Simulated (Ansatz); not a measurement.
# H4N2Si: the cost of one run

Method: B3LYP-D4/STO-3G; program: Ansatz 0.2.0, Gaussian basis.

**1. Where the work starts**

SMILES `N=[SiH]N`, 7 atoms, charge 0, spin multiplicity 1.

Atoms are counted from 1 here; the program's logs count them from 0.

Bond lengths: N1–Si2 1.613 Å, N1–H4 1.009 Å, Si2–N3 1.698 Å, Si2–H5 1.457 Å, N3–H6 1.004 Å, N3–H7 1.003 Å. Angles: Si2–N1–H4 122.6°, N1–Si2–N3 115.9°, N1–Si2–H5 140.3°, N3–Si2–H5 103.9°, Si2–N3–H6 125.0°, Si2–N3–H7 121.4°, H6–N3–H7 113.5°.

As a file:

| atom | x (Å) | y (Å) | z (Å) |
| --- | --- | --- | --- |
| N1 | -1.0911 | -0.8795 | -0.9718 |
| Si2 | -0.3282 | 0.3494 | -0.2570 |
| N3 | 0.9348 | -0.0746 | 0.7962 |
| H4 | -1.8595 | -0.7447 | -1.6112 |
| H5 | -0.3537 | 1.8055 | -0.2038 |
| H6 | 1.5120 | 0.5769 | 1.2956 |
| H7 | 1.1858 | -1.0330 | 0.9519 |

**2. Dynamics**

md/in.yaml

```yaml
crystal:
  periodic: [false, false, false]
  atoms:
    - {symbol: N, position_ang: [-1.091110, -0.879480, -0.971790]}
    - {symbol: Si, position_ang: [-0.328220, 0.349450, -0.257040]}
    - {symbol: N, position_ang: [0.934790, -0.074620, 0.796180]}
    - {symbol: H, position_ang: [-1.859540, -0.744710, -1.611160]}
    - {symbol: H, position_ang: [-0.353720, 1.805490, -0.203760]}
    - {symbol: H, position_ang: [1.511970, 0.576870, 1.295620]}
    - {symbol: H, position_ang: [1.185840, -1.033010, 0.951940]}
basis:
  gaussian: {orbitals: STO-3G}
hamiltonian: {xc: {name: B3LYP}, dispersion: d4}
md: {n_steps: 30, timestep: 0.5, temperature: 300, ensemble: nve, seed: 762, initial_velocities: maxwell_boltzmann}
```

Launch:

```sh
$ ansatz run in.yaml --threads 2 --pin off --events-out ev --progress --plain --max-ram 3481MiB
```

**Question.** How long does this run take on 2 threads of Intel Xeon 6975P-C, shared host, and how much memory does it need?

About 8 s, with a peak of 0.1 GiB.
